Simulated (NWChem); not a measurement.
The numbers come from NWChem runs, not from measurements. System: methane (CH₄), charge 0, spin multiplicity 1, at a geometry optimised with PBE/def2-SVP. Level: PBE/def2-TZVPD.

Output (cleaned and shortened):

```
             Northwest Computational Chemistry Package (NWChem) 7.3.0
             --------------------------------------------------------

                                NWChem Input Module
                                -------------------

 Scaling coordinates for geometry "geometry" by  1.889725989
 (inverse scale =  0.529177249)

 Turning off AUTOSYM since
 SYMMETRY directive was detected!

                             Geometry "geometry" -> ""
                             -------------------------

 Output coordinates in angstroms (scale by  1.889725989 to convert to a.u.)

  No.       Tag          Charge          X              Y              Z
 ---- ---------------- ---------- -------------- -------------- --------------
    1 C                    6.0000     0.00000000     0.00000000     0.00000000
    2 H                    1.0000     0.00000000     0.90301900     0.63852800
    3 H                    1.0000     0.00000000    -0.90301900     0.63852800
    4 H                    1.0000    -0.90302000     0.00000000    -0.63852700
    5 H                    1.0000     0.90302000     0.00000000    -0.63852700

 Effective nuclear repulsion energy (a.u.)      13.2414293000

            Nuclear Dipole moment (a.u.)
            ----------------------------
        X                 Y               Z
 ---------------- ---------------- ----------------
     0.0000000000     0.0000000000     0.0000037795

      Symmetry information
      --------------------

 Group name             C2v
 Group number             16
 Group order               4
 No. of unique centers     3

      Symmetry unique atoms

     1    2    4


 Summary of "ao basis" -> "" (spherical)
 ------------------------------------------------------------------------------
       Tag                 Description            Shells   Functions and Types
 ---------------- ------------------------------  ------  ---------------------
 *                         def2-tzvpd                 on all atoms

  pbe96 is a nonlocal functional; adding pw91lda local functional.

                                 NWChem DFT Module
                                 -----------------

 Summary of "ao basis" -> "ao basis" (spherical)
 ------------------------------------------------------------------------------
       Tag                 Description            Shells   Functions and Types
 ---------------- ------------------------------  ------  ---------------------
 C                         def2-tzvpd               13       37   6s3p3d1f
 H                         def2-tzvpd                5        9   3s2p

 Summary of "ao basis" -> "ao basis" (spherical)
 ------------------------------------------------------------------------------
       Tag                 Description            Shells   Functions and Types
 ---------------- ------------------------------  ------  ---------------------
 C                         def2-tzvpd               13       37   6s3p3d1f
 H                         def2-tzvpd                5        9   3s2p

      Symmetry analysis of basis
      --------------------------

        a1         31
        a2          8
        b1         17
        b2         17

            General Information
            -------------------
          SCF calculation type: DFT
          Wavefunction type:  closed shell.
          No. of atoms     :     5
          No. of electrons :    10
           Alpha electrons :     5
            Beta electrons :     5
          Charge           :     0
          Spin multiplicity:     1
          Use of symmetry is: on ; symmetry adaption is: on
          Maximum number of iterations: 100
          AO basis - number of functions:    73
                     number of shells:    33
          Convergence on energy requested:  1.00D-06
          Convergence on density requested:  1.00D-05
          Convergence on gradient requested:  5.00D-04

              XC Information
              --------------
          PerdewBurkeErnzerhof Exchange Functional  1.000
            Perdew 1991 LDA Correlation Functional  1.000 local
           PerdewBurkeErnz. Correlation Functional  1.000 non-local

             Grid Information
             ----------------
[...]
      Symmetry analysis of molecular orbitals - initial
      -------------------------------------------------

  Numbering of irreducible representations:

     1 a1          2 a2          3 b1          4 b2

  Orbital symmetries:

     1 a1          2 a1          3 b1          4 b2          5 a1
     6 a1          7 a1          8 a1          9 a1         10 b2
    11 b1         12 b1         13 b2         14 a1         15 a2

------------------------------------------------------------
EAF file 0: "./mol.aoints.0" size=524288 bytes
------------------------------------------------------------
               write      read    awrite     aread      wait
               -----      ----    ------     -----      ----
     calls:        1         0         0         0         0
   data(b): 5.24e+05  0.00e+00  0.00e+00  0.00e+00
   time(s): 0.00e+00  0.00e+00  0.00e+00  0.00e+00  0.00e+00
rate(mb/s): 0.00e+00  0.00e+00
------------------------------------------------------------

   convergence    iter        energy       DeltaE   RMS-Dens  Diis-err    time
 ---------------- ----- ----------------- --------- --------- ---------  ------
 d= 0,ls=0.0,diis     1    -40.4529601136 -5.37D+01  3.15D-02  1.44D-01     0.5
 d= 0,ls=0.0,diis     2    -40.4613351126 -8.37D-03  1.23D-03  1.33D-02     0.6
 d= 0,ls=0.0,diis     3    -40.4607887442  5.46D-04  6.72D-04  1.75D-02     0.7
 d= 0,ls=0.0,diis     4    -40.4629420734 -2.15D-03  3.38D-05  1.15D-05     0.8
 d= 0,ls=0.0,diis     5    -40.4629440204 -1.95D-06  2.67D-06  1.42D-07     0.9
 d= 0,ls=0.0,diis     6    -40.4629440414 -2.11D-08  1.61D-07  1.75D-10     1.0

         Total DFT energy =      -40.462944041416
      One electron energy =      -79.487925772073
           Coulomb energy =       32.593065332227
    Exchange-Corr. energy =       -6.809512901594
 Nuclear repulsion energy =       13.241429300023

 Numeric. integr. density =       10.000000387716

     Total iterative time =      0.8s

                  Occupations of the irreducible representations
                  ----------------------------------------------

                     irrep           alpha         beta
                     --------     --------     --------
                     a1                3.0          3.0
                     a2                0.0          0.0
                     b1                1.0          1.0
                     b2                1.0          1.0

                       DFT Final Molecular Orbital Analysis
                       ------------------------------------

 Vector    3  Occ=2.000000D+00  E=-3.447123D-01  Symmetry=b1
              MO Center=  4.4D-10,  8.5D-15, -3.0D-01, r^2= 1.3D+00
   Bfn.  Coefficient  Atom+Function         Bfn.  Coefficient  Atom+Function
  ----- ------------  ---------------      ----- ------------  ---------------
     7      0.327055  1 C  px                10      0.233405  1 C  px
    57     -0.219220  4 H  s                 66      0.219220  5 H  s
    13      0.203745  1 C  px                56     -0.148222  4 H  s
    65      0.148222  5 H  s                 58      0.041942  4 H  s
    67     -0.041942  5 H  s                 29      0.030676  1 C  d  1

 Vector    4  Occ=2.000000D+00  E=-3.447121D-01  Symmetry=b2
              MO Center=  5.5D-15, -3.0D-10,  3.0D-01, r^2= 1.3D+00
   Bfn.  Coefficient  Atom+Function         Bfn.  Coefficient  Atom+Function
  ----- ------------  ---------------      ----- ------------  ---------------
     8      0.327055  1 C  py                11      0.233405  1 C  py
    39      0.219220  2 H  s                 48     -0.219220  3 H  s
    14      0.203746  1 C  py                38      0.148222  2 H  s
    47     -0.148222  3 H  s                 40     -0.041943  2 H  s
    49      0.041943  3 H  s                 27      0.030676  1 C  d -1

 Vector    5  Occ=2.000000D+00  E=-3.447108D-01  Symmetry=a1
              MO Center= -4.4D-10,  3.0D-10, -1.0D-07, r^2= 1.4D+00
   Bfn.  Coefficient  Atom+Function         Bfn.  Coefficient  Atom+Function
  ----- ------------  ---------------      ----- ------------  ---------------
     9      0.327056  1 C  pz                12      0.233406  1 C  pz
    15      0.203748  1 C  pz                39      0.155011  2 H  s
    48      0.155011  3 H  s                 57     -0.155011  4 H  s
    66     -0.155011  5 H  s                 38      0.104809  2 H  s
    47      0.104809  3 H  s                 56     -0.104809  4 H  s

 Vector    6  Occ=0.000000D+00  E=-1.371464D-03  Symmetry=a1
              MO Center=  1.2D-15,  9.8D-17,  6.8D-07, r^2= 7.6D+00
   Bfn.  Coefficient  Atom+Function         Bfn.  Coefficient  Atom+Function
  ----- ------------  ---------------      ----- ------------  ---------------
     5      5.195049  1 C  s                  6      1.839853  1 C  s
    40     -1.611578  2 H  s                 49     -1.611578  3 H  s
    58     -1.611595  4 H  s                 67     -1.611595  5 H  s
     4     -0.624164  1 C  s                 45      0.386995  2 H  py
    54     -0.386995  3 H  py                62     -0.386998  4 H  px

 Vector    7  Occ=0.000000D+00  E= 7.916023D-02  Symmetry=b1
              MO Center= -1.9D-15, -1.5D-17, -1.1D+00, r^2= 5.9D+00
   Bfn.  Coefficient  Atom+Function         Bfn.  Coefficient  Atom+Function
  ----- ------------  ---------------      ----- ------------  ---------------
    58      4.767942  4 H  s                 67     -4.767942  5 H  s
    13      2.628043  1 C  px                62      1.614999  4 H  px
    71      1.614999  5 H  px                64      0.951430  4 H  pz
    73     -0.951430  5 H  pz                29      0.835071  1 C  d  1
    10     -0.296622  1 C  px                44      0.269467  2 H  px

 Vector    8  Occ=0.000000D+00  E= 7.916025D-02  Symmetry=b2
              MO Center= -3.2D-17,  5.4D-16,  1.1D+00, r^2= 5.9D+00
   Bfn.  Coefficient  Atom+Function         Bfn.  Coefficient  Atom+Function
  ----- ------------  ---------------      ----- ------------  ---------------
    40      4.767944  2 H  s                 49     -4.767944  3 H  s
    14     -2.628040  1 C  py                45     -1.614999  2 H  py
    54     -1.614999  3 H  py                46     -0.951432  2 H  pz
    55      0.951432  3 H  pz                27     -0.835071  1 C  d -1
    11      0.296622  1 C  py                63     -0.269467  4 H  py

 center of mass
 --------------
 x =   0.00000000 y =   0.00000000 z =   0.00000024

 moments of inertia (a.u.)
 ------------------
          11.739085945953           0.000000000000           0.000000000000
           0.000000000000          11.739098945850           0.000000000000
           0.000000000000           0.000000000000          11.739160689336

     Multipole analysis of the density
     ---------------------------------

     L   x y z        total         alpha         beta         nuclear
     -   - - -        -----         -----         ----         -------
     0   0 0 0     -0.000000     -5.000000     -5.000000     10.000000

     1   1 0 0      0.000000      0.000000      0.000000      0.000000
     1   0 1 0     -0.000000     -0.000000     -0.000000      0.000000
     1   0 0 1      0.000000     -0.000002     -0.000002      0.000004

     2   2 0 0     -6.353971     -6.088992     -6.088992      5.824014
     2   1 1 0      0.000000      0.000000      0.000000      0.000000
     2   1 0 1     -0.000000     -0.000000     -0.000000      0.000000
     2   0 2 0     -6.353975     -6.088988     -6.088988      5.824001
     2   0 1 1      0.000000      0.000000      0.000000      0.000000
     2   0 0 2     -6.353999     -6.088970     -6.088970      5.823940

 Task  times  cpu:        1.0s     wall:        1.0s

 Total times  cpu:        1.1s     wall:        1.1s
```

Task: Write an NWChem input that would produce this output.

Result: One answer among several that fit: 
```
start mol
memory heap 200 mb stack 800 mb global 1000 mb
geometry units angstroms nocenter noautoz
  C      0.000000     0.000000    -0.000000
  H      0.000000     0.903019     0.638528
  H      0.000000    -0.903019     0.638528
  H     -0.903020     0.000000    -0.638527
  H      0.903020     0.000000    -0.638527
  symmetry group C2v
end
basis spherical
  * library def2-tzvpd
end
dft
  xc xpbe96 cpbe96
  semidirect memsize 60000000 filesize 0
  iterations 100
end
task dft energy
```
